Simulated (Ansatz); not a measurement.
# HCl2 (doublet): from Hartree-Fock to the top rungs at distance Cl1–H2 along a hydrogen transfer = 1.783 Å, cc-pVTZ

How much of the correlation energy of HCl2 (doublet) does each wave-function method recover here?

The runs use Ansatz 0.2.0, Gaussian basis; cc-pVTZ, core rule «outside noble gas», up to 10 orbitals frozen.

To be run: UHF; CCSD(T) on ROHF; CCSD(T) on UHF; BCCD(T) on ROHF; CCSDT(Q) on ROHF; CCSDT(Q) on UHF; CASSCF and MRCISD+Q, 3 electrons in 3 orbitals; CASSCF and NEVPT2, 3 electrons in 3 orbitals; CASSCF and MRCISD+Q, 15 electrons in 9 orbitals; CASSCF and NEVPT2, 15 electrons in 9 orbitals.

### 1 The system

The geometry derives from fragments relaxed apart (PBE0/def2-TZVP) and kept rigid, so it is no stationary point. A hydrogen atom is moved between rigid fragments.

3 atoms, charge 0, spin multiplicity 2.

Atoms are counted from 1 here; the program's logs count them from 0.

Bond lengths: H2–Cl3 1.551 Å.

### 2 UHF

Input file in.yaml:

```yaml
crystal:
  periodic: [false, false, false]
  atoms:
    - {symbol: Cl, position_ang: [0.000000, 0.000000, -1.705667]}
    - {symbol: H, position_ang: [0.000000, 0.000000, 0.077333]}
    - {symbol: Cl, position_ang: [0.000000, 0.000000, 1.628333]}
basis:
  gaussian: {orbitals: cc-pVTZ}
magnetization: {spin_polarized: true, initial_magnetization: 1}
hamiltonian: {xc: hf}
output: {orbitals: {seedname: orbitals}}
```

Started as:

```bash
$ ansatz run in.yaml --threads 1 --pin off --events-out ev --progress --plain --max-ram 2816MiB --backend cpu
```

After this run come: CCSD(T) on ROHF; CCSD(T) on UHF; BCCD(T) on ROHF; CCSDT(Q) on ROHF; CCSDT(Q) on UHF; CASSCF and MRCISD+Q, 3 electrons in 3 orbitals; CASSCF and NEVPT2, 3 electrons in 3 orbitals; CASSCF and MRCISD+Q, 15 electrons in 9 orbitals; CASSCF and NEVPT2, 15 electrons in 9 orbitals.

Before running them: what should the planned runs give, taken together? Wanted: UCCSDT(Q) below the RHF energy; RMP2 from UCCSDT(Q); UMP2 from UCCSDT(Q); RCCSD from UCCSDT(Q); RCCSD(T) from UCCSDT(Q); UCCSD(T) from UCCSDT(Q); RCCSDT(Q) from UCCSDT(Q); NEVPT2 pair from UCCSDT(Q); MRCISD+Q pair from UCCSDT(Q).

The runs gave:

```
                         quantity                      value
   UCCSDT(Q) below the RHF energy                -11.9472 eV
              RMP2 from UCCSDT(Q)            +37.91 kcal/mol
              UMP2 from UCCSDT(Q)            +39.57 kcal/mol
             RCCSD from UCCSDT(Q)            +11.71 kcal/mol
          RCCSD(T) from UCCSDT(Q)             +1.33 kcal/mol
          UCCSD(T) from UCCSDT(Q)             +1.38 kcal/mol
         RCCSDT(Q) from UCCSDT(Q)             +0.03 kcal/mol
       NEVPT2 pair from UCCSDT(Q)            +35.47 kcal/mol
     MRCISD+Q pair from UCCSDT(Q)             +6.75 kcal/mol
    NEVPT2 valence from UCCSDT(Q)            +62.48 kcal/mol
levels within 1 kcal/mol (43 meV)  RCCSDT, UCCSDT, RCCSDT(Q)
                    T1 diagnostic                      0.027
   effectively unpaired electrons                       1.01
```

In words: RCCSD(T) misses by +1.33 kcal/mol, 0.5 % of the correlation energy. One determinant dominates. Of the multireference levels listed MRCISD+Q pair comes nearest in total energy (+6.75 kcal/mol), which doesn't show that its space is the better one. Coupled cluster took another determinant than the lowest Hartree-Fock one. These misses are within one basis, not against nature; the frozen cores of restricted and unrestricted runs differ, which can shift their rows.
